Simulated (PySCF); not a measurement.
# M06-L/def2-TZVPPD run of [HO2]− (SMILES [O-]O)

What is the energy change on altering one bond length of [HO2]− at M06-L/def2-TZVPPD? Input form: a Python script.

The results are computed with PySCF 2.14.0.

4 further runs of the same task are left out: 4 set aside as unsound or not needed.

### Step 1. Starting point

[HO2]− has 3 atoms, charge -1, and is taken as a singlet. SMILES: `[O-]O`. The coordinates come from a GFN2-xTB relaxation.

Bond lengths: O1–O2 1.458 Å, O2–H3 0.963 Å. Angles: O1–O2–H3 100.3°.

### Step 2. The energy at M06-L/def2-TZVPPD

input.py reads:

```python
from pyscf import gto, dft

mol = gto.Mole()
mol.atom = '''
O     -0.670928     1.914822    -0.152520
O     -0.461944    -0.825092    -0.341870
H      1.132872    -1.089748     0.494390
'''
mol.charge = -1
mol.max_memory = 1860
mol.verbose = 3
mol.unit = 'bohr'
mol.basis = 'def2-tzvppd'
mol.build()

myscf = dft.RKS(mol, xc='m06-l')
myscf.conv_tol = 1e-10
myscf.grids.level = 5
myscf.kernel()
if not myscf.converged:
    myscf = myscf.newton().run(myscf.mo_coeff, myscf.mo_occ)

energy = myscf.e_tot
print('Final energy', energy)
```

Started as:

```bash
OMP_NUM_THREADS=1 python input.py
```

The program printed:

```text
converged SCF energy = -150.97244208818
Final energy -150.97244208818017
```

Run time: 10 s. Hardware: 1 thread of Intel Xeon 6975P-C (Granite Rapids), shared host; peak memory 0.53 GiB.

### Step 3. The distorted shape at the same level

calc.py reads:

```python
from pyscf import gto, dft

mol = gto.M(
    atom='O -0.388215 1.448223 -0.050652; O -0.244450 -0.436620 -0.180910; H 0.599490 -0.576670 0.261620',
    basis='def2-tzvppd',
    spin=0,
    verbose=4,
    max_memory=1860,
    charge=-1,
)

myscf = dft.RKS(mol)
myscf.xc = 'm06-l'
myscf.conv_tol = 1e-10
myscf.grids.level = 5
myscf.kernel()
if not myscf.converged:
    myscf = myscf.newton().run(myscf.mo_coeff, myscf.mo_occ)

energy = myscf.e_tot
print(f'total energy: {energy:.8f} hartree')
```

Started as:

```bash
OMP_NUM_THREADS=1 python calc.py
```

The program printed:

```text
PySCF version 2.14.0

[INPUT] num. atoms = 3
[INPUT] num. electrons = 18
[INPUT] charge = -1
[INPUT] spin (= nelec alpha-beta = 2S) = 0
[INPUT] symmetry False subgroup None
[INPUT] Mole.unit = angstrom
[INPUT] Symbol           X                Y                Z      unit          X                Y                Z       unit  Magmom
[INPUT]  1 O     -0.388215000000   1.448223000000  -0.050652000000 AA   -0.733620027448   2.736744837296  -0.095718407661 Bohr   0.0
[INPUT]  2 O     -0.244450000000  -0.436620000000  -0.180910000000 AA   -0.461943551150  -0.825092220508  -0.341870353195 Bohr   0.0
[INPUT]  3 H      0.599490000000  -0.576670000000   0.261620000000 AA    1.132871914416  -1.089748364253   0.494390148709 Bohr   0.0

nuclear repulsion = 24.1304292708338
number of shells = 35
number of NR pGTOs = 129
number of NR cGTOs = 97
basis = def2-tzvppd
ecp = {}

[... 63 lines left out ...]
converged SCF energy = -150.947633848064
total energy: -150.94763385 hartree
```

Wall time 11 s (1 thread of Intel Xeon 6975P-C (Granite Rapids), shared host); peak memory 0.53 GiB.

### Step 4. What came out

At M06-L/def2-TZVPPD:

| quantity | value |
| --- | --- |
| first shape: total energy | -150.97244 Eh |
| first shape: HOMO energy | 3.01 eV |
| first shape: LUMO energy | 4.86 eV |
| first shape: HOMO–LUMO gap (to an unbound level, set by the basis) | 1.85 eV |
| distorted shape: total energy | -150.94763 Eh |
| distorted shape: HOMO energy | 1.42 eV |
| distorted shape: LUMO energy | 3.13 eV |
| distorted shape: HOMO–LUMO gap (to an unbound level, set by the basis) | 1.70 eV |
| energy change with the O1–O2 bond stretched from 1.458 to 1.895 Å | 0.675 eV |

**Reading.** With the O1–O2 bond stretched from 1.458 to 1.895 Å the energy rises by 0.68 eV (65.1 kJ/mol). The first shape isn't relaxed at this level, so the change isn't measured from a minimum. The HOMO (first shape) lies at positive energy, 3.01 eV, as semi-local functionals often give for anions; only total energies tell whether the electron is bound. Mulliken charges (distorted shape) run from -0.67 on O1 to +0.23 on H3; in a basis this large or diffuse they mean little. The HOMO (distorted shape) lies at positive energy, 1.42 eV, as semi-local functionals often give for anions; only total energies tell whether the electron is bound.
